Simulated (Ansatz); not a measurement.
The first iterations of a band of BH6N (8 atoms, charge 0, multiplicity 1).

Level of theory: Ansatz, RKS PBE/def2-mTZVP.

- movable images: 7
- climbing image: yes
- spring: 5.0 eV/Å²
- optimiser: quadratic models (default)
- start path: through a guess of the saddle point
- force threshold: 0.05 eV/Å
- iteration limit: 60
- end points: relaxed

Image 0:

```xyz
8
Properties=species:S:1:pos:R:3
B 0.040 -0.123 0.156
H 0.251 0.640 1.079
H 0.933 -0.138 -0.670
H -1.066 0.009 -0.334
N 0.039 -1.629 0.827
H -0.151 -2.353 0.126
H 0.944 -1.851 1.257
H -0.675 -1.718 1.558
```

Image 8:

```xyz
8
Properties=species:S:1:pos:R:3
B 0.163 -0.768 -0.529
H -0.656 0.837 2.957
H 1.121 -0.048 -0.626
H -0.927 -0.450 -0.923
N 0.322 -2.018 0.070
H -0.436 -2.685 0.190
H 1.209 -2.362 0.429
H -0.480 0.330 2.430
```

| iteration | highest image above the first end (eV) | largest band force component (eV/Å) |
| --- | --- | --- |
| 1 | 4.604 | 6.213 |
| 2 | 2.960 | 3.908 |
| 3 | 2.054 | 5.312 |
| 4 | 1.918 | 1.344 |

Task: Does the band converge within its limit, and where does its top end?

Result: It converged. It ended after 13 iterations with the highest image 1.683 eV above the first end. A vibrational analysis at the climbing image gives one clearly imaginary mode, 1301i cm⁻¹: a first-order saddle point. The orbitals stay closed-shell, which can raise the energy where a bond breaks towards radicals; this wasn't checked here.

Time of the run: 110 s on 1 thread of Arm Neoverse V1, with other jobs on the host, peak memory 0.1 GiB.
